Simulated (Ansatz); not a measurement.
# Nudged elastic band run: H$_{2}$NNaSi

The input (input.yaml):

```yaml
crystal:
  periodic: [false, false, false]
  atoms:
    - { symbol: Na, position_ang: [-2.856201, 0.454562, -0.080148] }
    - { symbol: "N", position_ang: [-0.774666, 0.625027, 0.130574] }
    - { symbol: Si, position_ang: [0.660401, -0.105586, 0.018399] }
    - { symbol: H, position_ang: [0.9815, -1.54039, -0.392129] }
    - { symbol: H, position_ang: [1.988955, 0.566387, 0.323304] }
basis:
  gaussian: { orbitals: def2-SVP }
hamiltonian:
  xc: pbe
  dispersion: d4
neb:
  order_check: false
  images: 7
  f_tol: 0.05
  max_iterations: 60
  final_atoms:
    - { symbol: Na, position_ang: [-1.7933287, 0.05671066, -0.12099116] }
    - { symbol: "N", position_ang: [0.22128232, 0.72945121, 0.23979962] }
    - { symbol: Si, position_ang: [1.04333228, -0.72308726, -0.13809859] }
    - { symbol: H, position_ang: [-0.33962526, -1.54644178, -0.49506475] }
    - { symbol: H, position_ang: [0.86832836, 1.48336717, 0.51435487] }
  initial_path:
    images:
      - { positions_ang: [[-2.856201, 0.454562, -0.080148], [-0.774666, 0.625027, 0.130574], [0.660401, -0.105586, 0.018399], [0.9815, -1.54039, -0.392129], [1.988955, 0.566387, 0.323304]] }
      - { positions_ang: [[-2.75375422, 0.53355341, -0.04838675], [-0.68626012, 0.58633832, 0.1255771], [0.72639132, -0.17032067, 0.00378603], [1.01981499, -1.59842191, -0.4067809], [1.69379704, 0.64885084, 0.32580453]] }
      - { positions_ang: [[-2.65130744, 0.61254483, -0.0166255], [-0.59785425, 0.54764964, 0.1205802], [0.79238164, -0.23505533, -0.01082694], [1.05812997, -1.65645382, -0.4214328], [1.39863908, 0.73131468, 0.32830505]] }
      - { positions_ang: [[-2.54886066, 0.69153624, 0.01513575], [-0.50944837, 0.50896096, 0.11558329], [0.85837196, -0.29979, -0.02543992], [1.09644496, -1.71448573, -0.4360847], [1.10348112, 0.81377852, 0.33080558]] }
      - { positions_ang: [[-2.44641388, 0.77052766, 0.04689699], [-0.4210425, 0.47027228, 0.11058639], [0.92436228, -0.36452466, -0.04005289], [1.13475994, -1.77251764, -0.45073661], [0.80832316, 0.89624237, 0.33330611]] }
      - { positions_ang: [[-2.28314259, 0.59207341, 0.00492496], [-0.26046129, 0.53506701, 0.1428897], [0.95410478, -0.45416531, -0.06456431], [0.76616364, -1.71599867, -0.46181864], [0.82332446, 1.04302357, 0.3785683]] }
      - { positions_ang: [[-2.11987129, 0.41361916, -0.03704708], [-0.09988009, 0.59986174, 0.17519301], [0.98384728, -0.54380596, -0.08907574], [0.39756734, -1.65947971, -0.47290068], [0.83832576, 1.18980477, 0.42383049]] }
      - { positions_ang: [[-1.95659999, 0.23516491, -0.07901912], [0.06070112, 0.66465648, 0.20749632], [1.01358978, -0.63344661, -0.11358716], [0.02897104, -1.60296074, -0.48398272], [0.85332706, 1.33658597, 0.46909268]] }
      - { positions_ang: [[-1.7933287, 0.05671066, -0.12099116], [0.22128232, 0.72945121, 0.23979962], [1.04333228, -0.72308726, -0.13809859], [-0.33962526, -1.54644178, -0.49506475], [0.86832836, 1.48336717, 0.51435487]] }
```

Launched with:

```bash
$ ansatz run input.yaml --threads 1 --pin off --max-ram 2048MiB --backend cpu --events-out ev --progress --plain --runs-dir out
```

Output, in part (warnings, iteration lines, the closing report on the highest movable image, with atoms numbered from 0):

```
NEB end point (image 0): max|allowed force component| = 5.850e-3 eV/Å (the criterion of neb.relax_end_points is 1.000e-2)
NEB end point (image 8): max|allowed force component| = 1.195e-2 eV/Å (the criterion of neb.relax_end_points is 1.000e-2)
NEB iter   1: max|band force component| = 9.767e0 eV/Å  barrier→ = 3.2905 eV  barrier← = 4.3642 eV  Δτ_max = 0.1937 Å  (328 SCF iters)
NEB iter   2: max|band force component| = 4.305e0 eV/Å  barrier→ = 2.3299 eV  barrier← = 3.4036 eV  Δτ_max = 0.2000 Å  (222 SCF iters)
NEB iter   3: max|band force component| = 3.249e0 eV/Å  barrier→ = 1.8966 eV  barrier← = 2.9703 eV  Δτ_max = 0.1328 Å  (207 SCF iters)
NEB iter   4: max|band force component| = 1.112e0 eV/Å  barrier→ = 1.8872 eV  barrier← = 2.9609 eV  Δτ_max = 0.1908 Å  (208 SCF iters)
NEB iter   5: max|band force component| = 1.413e0 eV/Å  barrier→ = 1.8374 eV  barrier← = 2.9112 eV  Δτ_max = 0.0984 Å  (205 SCF iters)
NEB iter   6: max|band force component| = 6.449e-1 eV/Å  barrier→ = 1.8239 eV  barrier← = 2.8976 eV  Δτ_max = 0.1155 Å  (202 SCF iters)
NEB iter   7: max|band force component| = 6.742e-1 eV/Å  barrier→ = 1.8040 eV  barrier← = 2.8777 eV  Δτ_max = 0.0559 Å  (201 SCF iters)
NEB iter   8: max|band force component| = 9.960e-1 eV/Å  barrier→ = 1.8102 eV  barrier← = 2.8839 eV  CI = image 3  Δτ_max = 0.1111 Å  (199 SCF iters)
NEB iter   9: max|band force component| = 1.688e-1 eV/Å  barrier→ = 1.9087 eV  barrier← = 2.9824 eV  CI = image 3  Δτ_max = 0.0224 Å  (203 SCF iters)
NEB iter  10: max|band force component| = 5.977e-2 eV/Å  barrier→ = 1.9076 eV  barrier← = 2.9813 eV  CI = image 3  Δτ_max = 0.0169 Å  (197 SCF iters)
NEB iter  11: max|band force component| = 7.937e-2 eV/Å  barrier→ = 1.9073 eV  barrier← = 2.9810 eV  CI = image 3  Δτ_max = 0.0084 Å  (197 SCF iters)
NEB iter  12: max|band force component| = 2.577e-2 eV/Å  barrier→ = 1.9073 eV  barrier← = 2.9810 eV  CI = image 3  Δτ_max = 0.0000 Å  (427 SCF iters)
Total energy: -13798.96263630 eV, -507.1025236111 hartree
Atom 0 at    -2.607018     0.779109     0.037309 Å, force     0.001357    -0.000433    -0.000036 eV/Å
Atom 1 at    -0.492921     0.441748     0.096325 Å, force    -0.009956     0.005957     0.001065 eV/Å
Atom 2 at     0.935717    -0.396044    -0.048608 Å, force     0.007228    -0.003432    -0.000488 eV/Å
Atom 3 at     1.136526    -1.899077    -0.488982 Å, force     0.000822    -0.000065     0.000039 eV/Å
Atom 4 at     1.027686     1.074264     0.403956 Å, force     0.000549    -0.002027    -0.000581 eV/Å
Dipole moment:    -1.308382     0.354662     0.007692 e Å
```

It converged. Neighbouring images differ by up to 1.5 eV, so the band resolves the path poorly. A vibrational analysis at the climbing image gives 2 clearly imaginary modes (1351i, 134i cm⁻¹): a point of higher order, so a lower path passes nearby. The orbitals stay closed-shell, which can raise the energy where a bond breaks towards radicals; this wasn't checked here.

Final band (atoms are numbered from 1 in the order of the input):

```csv
image,path coordinate (Å),energy (kJ/mol),Si3–H5 (Å),Na1–H4 (Å),N2–H5 (Å)
0,0.00,0.0,1.52,4.34,2.77
1,0.60,0.8,1.52,4.74,2.79
2,1.19,70.2,1.50,4.71,2.29
3,1.79,184.0,1.54,4.63,1.68
4,2.31,36.2,1.74,4.51,1.13
5,2.83,-58.8,2.10,4.10,1.04
6,3.35,-76.6,2.26,3.47,1.03
7,3.86,-89.9,2.29,2.85,1.03
8,4.38,-103.6,2.31,2.20,1.03
```

The run took 5.7 min on 1 CPU thread of a shared host.
